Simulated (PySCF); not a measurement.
Oxygen: a sound run and one with changed settings

Sound run: O [He] 2s2 2p4, O⁺ [He] 2s2 2p3. All numbers are calculated (PySCF 2.14, scalar relativity by spin-free X2C-1e, in cc-pVDZ-DK). In the sound run the correlated levels freeze 1s2. The sound run starts from symmetry-adapted Hartree-Fock orbitals and uses a fine grid where one is needed.

Changed run: a valence shell is frozen. This setting is unsound on purpose.

```csv
species,method,sound run (hartree),changed run (hartree),converged
O,MP2,-74.94619,-74.89345,yes
O,CCSD(T),-74.96201,-74.90091,yes
O⁺,MP2,-74.47476,-74.42137,yes
O⁺,CCSD(T),-74.49020,-74.42475,yes
```

Ionisation energy of O:

| method | sound run (eV) | changed run (eV) |
| --- | --- | --- |
| UHF | 11.954 | 11.954 |
| MP2 | 12.828 | 12.846 |
| SCS-MP2 | 12.849 | 12.972 |
| CCSD | 12.833 | 12.953 |
| CCSD(T) | 12.839 | 12.957 |

Freezing a valence shell removes pair correlation that changes on ionisation.

For comparison, NIST gives 13.618 eV between the lowest levels.
